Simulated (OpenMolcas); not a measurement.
**One shape, several levels: HF (hydrogen fluoride)**

We compute a comparison of 6 runs (B2PLYP/pcseg-0, M06-2X/pcseg-0, PBE0/pcseg-0, UPBE/pcseg-0, r2SCAN/pcseg-0, CCSD(T)/pcseg-0) of HF (hydrogen fluoride). 

Program for the calculation: OpenMolcas 26.06.

1 further run of the same task is left out (set aside as unsound or not needed).

## (1) The structure to begin with

HF has 2 atoms, charge 0, and is taken as a singlet. As SMILES, `F`. The F1–H2 distance was set to 1.380 Å, away from the relaxed value.

## (2) The energy at B2PLYP/pcseg-0 (run 1)

run.inp reads:

```
&GATEWAY
BASLIB=$CurrDir
COORD
2
angstrom
F       -0.779965       0.289187      -0.392782
H        0.390000      -0.144600       0.196400
BASIS=pcseg-0
GROUP=NoSym
&SEWARD
GRIDINPUT
Grid=UltraFine
End of Grid
&SCF
KSDFT=B2PLYP_SCF
THRESHOLDS=1e-10 1e-07 1e-07 1e-05
PRORBITALS=1 1
&MBPT2
FROZEN=1
```

The basis set pcseg-0 is read from a file made from the Basis Set Exchange's data (not shown).

Launch:

```bash
export MOLCAS_MEM=1860
pymolcas run.inp > run.log
```

Output:

```text
--- Start Module: gateway ---
[...]
--- Stop Module: gateway /rc=_RC_ALL_IS_WELL_ ---
[...]
      Basis functions           11
[...]
--- Start Module: scf ---
[...]
       Convergence after   9 Iterations
[...]
::    Total KS-DFT energy                             -99.9103330579
[...]
      Total spin, S                                     0.0000000000
[...]
      Total electronic charge=   10.000000
      Total            charge=   -0.000000
[...]
      Dipole Moment (debye):
      Origin of the operator (angstrom)=   -0.7210    0.2673   -0.3631
                   X=  2.0517E+00               Y= -7.6069E-01               Z=  1.0332E+00           Total=  2.4198E+00
      Quadrupole Moment (debye*angstrom):
[...]
--- Stop Module: scf /rc=_RC_ALL_IS_WELL_ ---
[...]
--- Start Module: mbpt2 ---
[...]
 ###    WARNING: MP2 implementation intended for RHF references only         ###
 ###############################################################################
MBPT2 WARNING: Reference function according to RunFile:KS-DFT
I'll assume you know what you're doing and continue
WARNING!
Default frozen orbitals as non valence orbitals is overwritten by user input.
Default values:   1
[...]
       Reference weight ( Cref**2 )         =        0.93052
::    Total MBPT2 energy                             -100.0962130060
[...]
      Total MBPT2 calculations                           0.03      0.03
--- Stop Module: mbpt2 /rc=_RC_ALL_IS_WELL_ ---
[...]
```

Wall time 2 s (1 thread of Arm Neoverse V2, shared host); peak memory 0.37 GiB.

## (3) A single-point energy at M06-2X/pcseg-0 (run 2)

run.inp reads:

```
* FH Kohn-Sham DFT
>>> EXPORT MOLCAS_PRINT=2

&GATEWAY
 BasLib=$CurrDir
 Coord
 2
 angstrom
 F       -0.779965       0.289187      -0.392782
 H        0.390000      -0.144600       0.196400
 Basis=pcseg-0
 Group=NoSym

&SEWARD
 GridInput
 Grid=UltraFine
 End of Grid

&SCF
 KSDFT=M062X
 Thresholds=1e-10 1e-07 1e-07 1e-05
 PrOrbitals=1 1
```

The basis set pcseg-0 is read from a file made from the Basis Set Exchange's data (not shown).

Launch:

```bash
export MOLCAS_MEM=1860
pymolcas run.inp > run.log
```

Output:

```text
--- Start Module: gateway ---
[...]
--- Stop Module: gateway /rc=_RC_ALL_IS_WELL_ ---
--- Start Module: seward ---
[...]
      Basis functions           11
--- Stop Module: seward /rc=_RC_ALL_IS_WELL_ ---
--- Start Module: scf ---
[...]
       Convergence after   9 Iterations
[...]
::    Total KS-DFT energy                            -100.0153494348
[...]
      Total spin, S                                     0.0000000000
[...]
      Total electronic charge=   10.000000
      Total            charge=   -0.000000
[...]
      Dipole Moment (debye):
      Origin of the operator (angstrom)=   -0.7210    0.2673   -0.3631
                   X=  2.0943E+00               Y= -7.7651E-01               Z=  1.0547E+00           Total=  2.4701E+00
      Quadrupole Moment (debye*angstrom):
[...]
--- Stop Module: scf /rc=_RC_ALL_IS_WELL_ ---
[...]
```

It took 2.2 s on 1 thread of Arm Neoverse V2, shared host; peak memory 0.37 GiB.

Runs 3 to 4 aren't shown in full; the table further down has their settings and results.

## (4) A single-point energy at r2SCAN/pcseg-0 (run 5)

run.input reads:

```
* FH Kohn-Sham DFT
>>> EXPORT MOLCAS_PRINT=2
&GATEWAY
BasLib = $CurrDir
Coord
2
angstrom
F       -0.779965       0.289187      -0.392782
H        0.390000      -0.144600       0.196400
Basis = pcseg-0
Group = NoSym
&SEWARD
GridInput
Grid=UltraFine
End of Grid
&SCF
KSDFT = 2
1.0 MGGA_X_R2SCAN
1.0 MGGA_C_R2SCAN
Thresholds = 1e-10 1e-07 1e-07 1e-05
PrOrbitals = 1 1
```

The basis set pcseg-0 is read from a file made from the Basis Set Exchange's data (not shown).

Launch:

```bash
export MOLCAS_MEM=1860
pymolcas run.input > run.log
```

Output:

```text
--- Start Module: gateway ---
[...]
--- Stop Module: gateway /rc=_RC_ALL_IS_WELL_ ---
--- Start Module: seward ---
[...]
      Basis functions           11
--- Stop Module: seward /rc=_RC_ALL_IS_WELL_ ---
--- Start Module: scf ---
[...]
       Convergence after  10 Iterations
[...]
::    Total KS-DFT energy                            -100.0081939021
[...]
      Total spin, S                                     0.0000000000
[...]
      Total electronic charge=   10.000000
      Total            charge=   -0.000000
[...]
      Dipole Moment (debye):
      Origin of the operator (angstrom)=   -0.7210    0.2673   -0.3631
                   X=  1.9639E+00               Y= -7.2816E-01               Z=  9.8901E-01           Total=  2.3163E+00
      Quadrupole Moment (debye*angstrom):
[...]
--- Stop Module: scf /rc=_RC_ALL_IS_WELL_ ---
[...]
```

It took 2.4 s on 1 thread of Arm Neoverse V2, shared host; peak memory 0.37 GiB.

## (5) The energy at CCSD(T)/pcseg-0 (run 6)

run.input reads:

```
&gateway
 baslib=$CurrDir
 coord
 2
 angstrom
 F       -0.779965       0.289187      -0.392782
 H        0.390000      -0.144600       0.196400
 basis=pcseg-0
 group=NoSym

&seward

&scf
 thresholds=1e-10 1e-07 1e-07 1e-05
 prorbitals=1 1

&rasscf
 fileorb=$Project.ScfOrb
 spin=1
 nactel=0 0 0
 inactive=5
 ras2=0
 outorbitals=Canonical
 orblisting=Nothing

&motra
 jobiph
 frozen=1

&ccsdt
 cct
 triples=2
 iterations=80
 accuracy=1e-08
 extrapolation=5 4
```

The basis set pcseg-0 is read from a file made from the Basis Set Exchange's data (not shown).

Launch:

```bash
export MOLCAS_MEM=1860
pymolcas run.input > run.log
```

Output:

```text
--- Start Module: gateway ---
[...]
--- Stop Module: gateway /rc=_RC_ALL_IS_WELL_ ---
[...]
      Basis functions           11
[...]
       Convergence after  10 Iterations
[...]
::    Total SCF energy                                -99.6121818594
[...]
      Total spin, S                                     0.0000000000
[...]
      Number of active orbitals                  0
[...]
      Spin quantum number                      0.0
[...]
      Active orbitals                            0
[...]
      Number of CSFs                             1
[...]
      Number of root(s) required                 1
[...]
      Convergence after  4 iterations
[...]
      Natural orbitals and occupation numbers for root  1
      ************************************************************************************************************************
      *                                                    Final results                                                     *
      ************************************************************************************************************************
[...]
::    RASSCF root number  1 Total energy:    -99.61218186
[...]
      Total electronic charge=   10.000000
      Total            charge=   -0.000000
[...]
      Dipole Moment (debye):
      Origin of the operator (angstrom)=   -0.7210    0.2673   -0.3631
                   X=  2.2892E+00               Y= -8.4876E-01               Z=  1.1528E+00           Total=  2.7000E+00
      Quadrupole Moment (debye*angstrom):
[...]
--- Start Module: motra ---
[...]
      *** WARNING: Default frozen orbitals is overwritten by user input.
      *** Default values:   1
[...]
--- Stop Module: motra /rc=_RC_ALL_IS_WELL_ ---
--- Start Module: ccsdt ---
[...]
      Convergence after                    13  Iterations
      Total energy (diff) :     -99.76908133      -0.00000000
[...]
 METHOD                       : CCSD+T(CCSD)+<T3(1)WT1> = CCSD(T)
[...]
       CCSD     =       -99.7690813312825
[...]
--- Stop Module: ccsdt /rc=_RC_ALL_IS_WELL_ ---
[...]
```

Run time: 1.8 s. Hardware: 1 thread of Arm Neoverse V2, shared host; peak memory 0.37 GiB.

## (6) All runs side by side

```
run            level  frozen core orbitals  scramble  energy (Eh)  dipole moment (D) of the reference  HOMO energy (eV)  LUMO energy (eV)  wall time
  1   B2PLYP/pcseg-0                     1         –   -99.960521                                2.42            -12.19             -0.85        2 s
  2   M06-2X/pcseg-0                     –         –  -100.015349                                2.47            -12.33             -1.14      2.2 s
  3     PBE0/pcseg-0                     –         –   -99.959603                                2.33             -9.74             -2.26      2.1 s
  4     UPBE/pcseg-0                     –      0.25   -99.966884                                2.15             -7.24             -3.37        3 s
  5   r2SCAN/pcseg-0                     –         –  -100.008194                                2.32             -7.96             -3.16      2.4 s
  6  CCSD(T)/pcseg-0                     1         –   -99.771230                                2.70            -15.85              1.63      1.8 s
```

## (7) Summary of results

| quantity | value |
| --- | --- |
| run 6: total energy | -99.77123 Eh |
| run 6: dipole moment (mean-field density) | 2.70 D |
| run 6: HOMO energy (Hartree–Fock orbitals) | -15.85 eV |
| run 6: LUMO energy (Hartree–Fock orbitals) | 1.63 eV |
| run 6: HOMO–LUMO gap (Hartree–Fock orbitals) | 17.48 eV |
| run 6: correlation energy (1 core orbital frozen) | -159.0 mEh |
| run 6: (T) correction | -2.15 mEh |

What this shows: Over runs 1, 2, 3, 4, 5 the dipole moment (its size) runs from 2.15 D (UPBE/pcseg-0) to 2.47 D (M06-2X/pcseg-0). Over runs 1, 2, 3, 4, 5 the HOMO–LUMO gap runs from 3.87 eV (UPBE/pcseg-0) to 11.34 eV (B2PLYP/pcseg-0). A double hybrid's value is that of its SCF part. For B2PLYP the log adds the whole second-order term; the table takes 0.27 of it, as the functional is defined. Totals of different functionals can't be ranked against each other. All runs together took 13 s, the longest 3 s.
